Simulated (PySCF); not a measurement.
Zinc-blende BP: correlation energy from several methods in one and the same small orbital space (PySCF; 2 atoms at the zone centre, 8 electrons in 20 orbitals, empty ones MP2 natural orbitals of a TZ basis, lattice constant set to 4.40186 Å). Its volume lies 9 % below that of the crystal's usual cell. It tests the methods against each other and lies far from the crystal's limit.

Full CI gives -2.5775 eV per atom.

Problem. What share of it do MP2, CCSD, CCSD(T), CCSDT, CCSDT(Q) recover?

Solution. MP2 67.3 %; CCSD 98.1 %; CCSD(T) 99.3 %; CCSDT 99.7 %; CCSDT(Q) 99.9 %.

```
method    E_corr (eV per atom)  share of full CI (%)  error (meV)
--------  --------------------  --------------------  -----------
MP2                    -1.7341                  67.3          843
CCSD                   -2.5284                  98.1           49
CCSD(T)                -2.5588                  99.3           19
CCSDT                  -2.5702                  99.7            7
CCSDT(Q)               -2.5744                  99.9            3
full CI                -2.5775                 100.0            0
```

The Hartree–Fock determinant has a weight of 0.86 in the full CI state.

MP2, (T) and (Q) use filled levels shifted down by the Madelung term, which in so small a cell is a large part of the gap, so these rows hang on it.
